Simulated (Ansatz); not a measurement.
# CH2O2: the cost of one run

Computed with Ansatz 0.2.0 (the levels named in each step, unless a step's input says otherwise).

## (1) The structure to begin with

Bond lengths: O1–C2 1.353 Å, C2–O3 1.284 Å, O1–H4 0.964 Å, O3–H5 0.982 Å. Angles: O1–C2–O3 110.2°, C2–O1–H4 110.6°, C2–O3–H5 114.7°.

As a file:

```xyz
5

O     0.2909    0.2186   -1.0255
C     0.4657    0.0961    0.3110
O    -0.6236   -0.2957    0.8676
H     1.1053    0.5130   -1.4483
H    -1.3734   -0.4354    0.2486
```

## (2) A rough first relaxation, PBE-D4/def2-SVP

This run stands in another session on the same molecule. It ended at:

```xyz
5

O     0.2491    0.2046   -1.0104
C     0.4921    0.1044    0.3078
O    -0.6199   -0.2965    0.8807
H     1.0834    0.5030   -1.4220
H    -1.3398   -0.4189    0.1973
```

## (3) Relaxation, PBE0-D4/def2-TZVPP

This run stands in another session on the same molecule. It ended at:

```xyz
5

O     0.2576    0.2062   -1.0041
C     0.4853    0.1033    0.3016
O    -0.6202   -0.2944    0.8646
H     1.0746    0.4996   -1.4155
H    -1.3325   -0.4180    0.2069
```

## (4) Relaxation, CCSD(T)/cc-pV(T+d)Z

File input.yaml:

```yaml
crystal:
  periodic: [false, false, false]
  atoms:
    - { symbol: O, position_ang: [0.25759816, 0.20624123, -1.00411755] }
    - { symbol: C, position_ang: [0.48533683, 0.10325007, 0.30158381] }
    - { symbol: O, position_ang: [-0.62021808, -0.29444555, 0.8646434] }
    - { symbol: H, position_ang: [1.07462377, 0.4995624, -1.41554017] }
    - { symbol: H, position_ang: [-1.33247068, -0.41796816, 0.20687052] }
basis:
  gaussian: { orbitals: "cc-pV(T+d)Z.json" }
correlation:
  method: ccsd_t
relax:
  f_tol: 0.002
  max_steps: 40
```

Command:

```sh
$ ansatz run input.yaml --threads 4 --pin off --max-ram 10240MiB --backend cpu --events-out ev --progress --plain --runs-dir out
```

Q: Estimate wall time and peak memory on 4 threads of Arm Neoverse N1, shared host.

About 3 min, with a peak of 0.99 GiB.
